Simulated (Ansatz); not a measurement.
Correlation energies of `[CH2]CC(F)F` radical by basis set

Cartesian coordinates in Å:
```
C -1.032 -0.965 -0.199
C -0.424 0.383 -0.148
C 1.054 0.352 0.151
F 1.278 -0.216 1.366
F 1.543 1.618 0.206
H -1.870 -1.168 -0.852
H -0.740 -1.723 0.516
H -0.884 1.003 0.639
H -0.565 0.920 -1.089
H 1.639 -0.205 -0.589
```

Charge 0, multiplicity 2. The geometry is a stationary point of PBE0-D4/def2-TZVP. It is one conformer, not always the lowest. Frozen core, unrestricted reference, the Gaussian-basis code of Ansatz. CBS rows extrapolate triple and quadruple zeta; past MP2 they add the triple-zeta difference.

```tsv
basis	HF (Eh)	MP2 corr.	CCSD corr.	(T)	CCSD(T) total
def2-SVP	-315.10498	-0.75597	-0.79974	-0.01785	-315.92257
def2-TZVPP	-315.48542	-0.97523	-1.00929	-0.03374	-316.52845
def2-QZVPP	-315.49930	-1.05541	–	–	–
CBS(def2)	-315.50122	-1.11481	-1.14887	as TZ	-316.68383
```
